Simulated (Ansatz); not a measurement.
Geometry optimisation, RKS B3LYP-D4/6-31G* in Ansatz 0.2.0.

The input (input.yaml):

```yaml
crystal:
  periodic: [false, false, false]
  atoms:
    - { symbol: B, position_ang: [-0.009865, -0.024285, 0.428404] }
    - { symbol: C, position_ang: [0.006861, 0.414301, 1.953591] }
    - { symbol: H, position_ang: [-0.935894, 0.260514, 2.488629] }
    - { symbol: H, position_ang: [0.830126, -0.010538, 2.537295] }
    - { symbol: H, position_ang: [0.176719, 1.506153, 1.937635] }
    - { symbol: H, position_ang: [1.015388, -0.234302, -0.150194] }
    - { symbol: H, position_ang: [-1.024809, 0.014291, -0.205776] }
    - { symbol: P, position_ang: [-0.320502, -3.103392, 0.76442] }
    - { symbol: H, position_ang: [-0.765909, -2.723409, -0.531759] }
    - { symbol: H, position_ang: [1.057738, -3.043549, 0.414508] }
    - { symbol: H, position_ang: [-0.348351, -1.774484, 1.277948] }
basis:
  gaussian: { orbitals: "6-31G*" }
hamiltonian:
  xc: b3lyp
  dispersion: d4
relax:
  f_tol: 0.03
  max_steps: 50
```

Launched with:

```bash
$ ansatz run input.yaml --threads 1 --pin off --max-ram 2048MiB --backend cpu --events-out ev --progress --plain --runs-dir out
```

**Question.** Where does it end, and by what steps?

**Answer.** The run converged. The force dipped under the threshold on the way, but the program's further checks kept it going. After 23 steps the energy has fallen by 0.071 eV; H11 moved furthest, 0.89 Å.

```
step  energy less start (eV)  largest force component (eV/Å)  accepted
   0                  0.0000                           0.401       yes
   1                 -0.0471                           0.451       yes
   2                  0.0478                           1.740        no
   3                 -0.0591                           0.058       yes
   4                 -0.0619                           0.061       yes
   5                 -0.0639                           0.144       yes
   6                 -0.0658                           0.040       yes
   7                 -0.0669                           0.047       yes
   8                 -0.0665                           0.181        no
   9                 -0.0656                           0.151        no
  10                 -0.0672                           0.029       yes
  11                 -0.0677                           0.038       yes
  12                 -0.0678                           0.093       yes
  13                 -0.0681                           0.056       yes
  14                 -0.0682                           0.024       yes
  15                 -0.0688                           0.040       yes
  16                 -0.0642                           0.332        no
  17                 -0.0689                           0.037       yes
  18                 -0.0696                           0.038       yes
  19                 -0.0691                           0.182        no
  20                 -0.0701                           0.044       yes
  21                 -0.0699                           0.122        no
  22                 -0.0706                           0.028       yes
  23                 -0.0710                           0.026       yes
```

```xyz
11
Properties=species:S:1:pos:R:3
B 0.026 0.110 0.387
C 0.086 0.452 1.910
H -0.831 0.239 2.470
H 0.949 0.031 2.439
H 0.218 1.550 1.946
H 1.030 -0.062 -0.244
H -1.015 0.110 -0.206
P -0.237 -3.360 0.609
H -0.661 -2.668 -0.561
H 1.007 -2.669 0.674
H -0.891 -2.452 1.491
```

Whether the end is a true minimum wasn't checked by a vibrational analysis.

Time of the run: 63 s on 1 thread of Arm Neoverse V1 (shared host), peak memory 0.14 GiB.
